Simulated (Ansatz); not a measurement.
A calculation with Ansatz (development build ahead of 0.2.0).

```yaml
crystal:
  periodic: [false, false, false]
  atoms:
    - { symbol: "N", position_ang: [-0.01652, 0.03362, 0.00701] }
    - { symbol: C, position_ang: [0.2216, 0.37071, -1.12117] }
    - { symbol: O, position_ang: [0.5185, 0.89286, -2.15853] }
basis:
  gaussian: { orbitals: def2-SVP }
magnetization:
  spin_polarized: true
  initial_magnetization: 1
hamiltonian:
  xc: hf
output:
  forces: true
```

The input is written out in the form of the current development build from the run's settings.

Results

- Converged: yes
- Total energy: -166.98905 hartree
- Spin squared of the determinant: 0.884
- Stability test: minimum

Forces (eV/Å):
```tsv
atom	Fx	Fy	Fz
N1	-0.024	-0.240	-0.638
C2	0.813	1.794	-1.517
O3	-0.789	-1.553	2.155
```

Caution: the unrestricted determinant is spin contaminated.
